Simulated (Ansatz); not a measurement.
Ideal-gas functions of H3OSSi (`O[SiH2][S]`) radical at 298.15 K and 1 bar, from an Ansatz frequency run at PBE0-D4/def2-TZVP.

Molar mass 79.18 g/mol, point group C1 (symmetry number 1), electronic degeneracy 2, moments of inertia 24.024, 129.264, 146.532 u Å². Harmonic wavenumbers (cm⁻¹, unscaled): 191, 285, 435, 504, 684, 821, 881, 907, 932, 2187, 2257, 3916.

Use S(trans) = R[1.5 ln M + 2.5 ln T − 1.1517]; rotational temperatures θ = 24.2544 K / I; S(rot) = R[ln(√π/σ · √(T³/θAθBθC)) + 1.5]; for each mode x = 1.438777 ν̃/T, S = R[x/(eˣ − 1) − ln(1 − e⁻ˣ)] and H = RT x/(eˣ − 1); 1 cm⁻¹ = 0.0119627 kJ/mol; R = 8.31446 J/(mol·K).

Question: By hand: the entropy, in J/(mol·K).

Answer: Translation 163.4. Rotation: θ = 1.0096, 0.1876, 0.1655 K, giving 102.7. Vibration, mode by mode: 9.28, 6.29, 3.52, 2.71, 1.36, 0.80, 0.63, 0.57, 0.51, 0.00, 0.00, 0.00, in all 25.7. Electronic 5.8. Sum 297.6 J/(mol·K).

Question: By hand: H − E and G − E in kJ/mol, counted from the electronic energy.

Answer: Zero-point energy ½ × 14000 × 0.0119627 = 83.7; thermal vibration 4.9; translation, rotation and pV give 4 RT = 9.9. H − E = 98.5 kJ/mol, and G − E = 98.5 − 298.15 × 297.6/1000 = 9.8 kJ/mol.

Vibration gives 9 % of the entropy. The sum counts one conformer and one mirror image; others add a mixing term.
